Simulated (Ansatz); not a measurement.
Ideal-gas functions of HS (`[SH]`) radical at 500 K and 1 bar, from an Ansatz frequency run at PBE0-D4/def2-TZVP.

Molar mass 33.08 g/mol, point group C∞v (symmetry number 1), electronic degeneracy 4, moments of inertia 1.77 u Å². Harmonic wavenumbers (cm⁻¹, unscaled): 2705.

Use S(trans) = R[1.5 ln M + 2.5 ln T − 1.1517]; rotational temperatures θ = 24.2544 K / I; S(rot) = R[ln(T/σθ) + 1]; for each mode x = 1.438777 ν̃/T, S = R[x/(eˣ − 1) − ln(1 − e⁻ˣ)] and H = RT x/(eˣ − 1); 1 cm⁻¹ = 0.0119627 kJ/mol; R = 8.31446 J/(mol·K).

Problem. By hand: the entropy, in J/(mol·K).

Solution. Translation 163.2. Rotation: θ = 13.7031 K, giving 38.2. Vibration, mode by mode: 0.03, in all 0.0. Electronic 11.5. Sum 212.9 J/(mol·K).

Problem. By hand: H − E and G − E in kJ/mol, counted from the electronic energy.

Solution. Zero-point energy ½ × 2705 × 0.0119627 = 16.2; thermal vibration 0.0; translation, rotation and pV give 3.5 RT = 14.6. H − E = 30.8 kJ/mol, and G − E = 30.8 − 500 × 212.9/1000 = -75.6 kJ/mol.

Vibration gives 0 % of the entropy; all modes have x over 3 and are hardly excited.
